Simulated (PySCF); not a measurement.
Method: B3LYP-D3(BJ)/def2-TZVP // TPSS-D3(BJ)/def2-SVP (PySCF 2.14.0). Gas-phase values, no solvent. B3LYP has the VWN-RPA correlation part, as in Gaussian. 

Reference species (SMILES): `O` (neutral, multiplicity 1).

The HOMO comes out as -8.60 eV.

Changed species: `C=C` (free ligand C2H4; the reference has free ligand H2O).

Task: Predict the effect on the HOMO.

Result: the HOMO rises by 0.99 eV, to -7.61 eV.
